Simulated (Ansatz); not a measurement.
C axis length (Å) of solids drawn from the class of elemental solids other than molecular ones, at two levels: PBEsol in Ansatz (PAW), and r²SCAN in Ansatz (PAW).

```csv
solid,PBEsol,r²SCAN,shift (%)
white tin (β-Sn),3.154,3.187,+1.05
hcp Hf,5.001,5.044,+0.86
hcp Ru,4.247,4.261,+0.33
hcp Zr,5.113,5.153,+0.78
double-hcp La,11.724,12.039,+2.69
hcp Re,4.442,4.461,+0.43
hcp Co,3.969,4.019,+1.26
hcp Ti,4.590,4.638,+1.05
hcp Lu,5.351,5.454,+1.92
```

The shifts run from +0.33 % to +2.69 %, with a median of +1.05 %.

Over all 9 rows r²SCAN is the larger in 9.

Ansatz's runs of these crystals have no spin polarisation, but for hcp Co. A magnetic state wasn't tried for hcp Ti with meta-GGA or hybrid levels, which favour moments.

Density-functional runs with spin start from parallel moments for hcp Co.

Spin–orbit coupling is left out, also for the solids with elements from indium on (white tin (β-Sn), hcp Hf, double-hcp La, hcp Re, hcp Lu); its size isn't shown.

Ansatz's density-functional and Hartree–Fock values are scalar-relativistic unless marked +SOC, with PAW data made under PBE.

Ansatz is an electronic-structure program.
